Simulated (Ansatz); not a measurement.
**BFHN (SMILES N=BF): one structure at several levels**

One table from this session's results is given with a row withheld; the runs are named, their logs left out.

Computed with Ansatz 0.2.0, Gaussian basis. Level: single points in def2-TZVPP.

Cores are frozen in the correlated methods. B3LYP uses VWN-RPA correlation.

## Starting geometry

SMILES `N=BF`, 4 atoms, charge 0, spin multiplicity 1.

Atoms are counted from 1 here; the program's logs count them from 0.

Bond lengths: N1–B2 1.382 Å, N1–H4 0.810 Å, B2–F3 1.200 Å. Angles: B2–N1–H4 168.6°, N1–B2–F3 172.6°.

Coordinates:

```xyz
4

N     0.8172   -0.0192   -0.0983
B    -0.5557    0.1141   -0.0096
F    -1.7220    0.2989    0.2043
H     1.5922   -0.1372   -0.3028
```

Set-up of the first run:

Contents of run/in.yaml:

```yaml
crystal:
  periodic: [false, false, false]
  atoms:
    - {symbol: N, position_ang: [0.817200, -0.019200, -0.098300]}
    - {symbol: B, position_ang: [-0.555700, 0.114100, -0.009600]}
    - {symbol: F, position_ang: [-1.722000, 0.298900, 0.204300]}
    - {symbol: H, position_ang: [1.592200, -0.137200, -0.302800]}
basis:
  gaussian: {orbitals: def2-TZVPP}
correlation: {method: ccsd_t}
output: {forces: true}
```

No record of the launch command was kept for these runs.

Among the steps run: CCSD(T)/def2-TZVPP; PBE0-D4/def2-TZVPP; wB97M-V/def2-TZVPP; r2SCAN-D4/def2-TZVPP; PBE-D4/def2-TZVPP; B3LYP-D4/def2-TZVPP; HSE06-D4/def2-TZVPP.

One table of the session follows, with a row left open; its other results are not shown here.

| method | RMS force component (eV/Å) | angle to CCSD(T) forces (°) | dipole (D) |
| --- | --- | --- | --- |
| CCSD(T) | 9.926 | reference | 0.92 |
| PBE0-D4 | 10.012 | 1.3 | 1.10 |
| wB97M-V | 9.996 | 0.9 | 1.17 |
| r2SCAN-D4 | ? | ? | ? |
| PBE-D4 | 9.925 | 0.7 | 0.99 |
| B3LYP-D4 | 9.932 | 0.9 | 1.08 |
| HSE06-D4 | 10.011 | 1.3 | 1.10 |

Q: Estimate the row for r2SCAN-D4 from the others.

As computed: RMS force component (eV/Å): 9.915; angle to CCSD(T) forces (°): 0.9; dipole (D): 1.09. In the column «RMS force component (eV/Å)» it is the lowest.
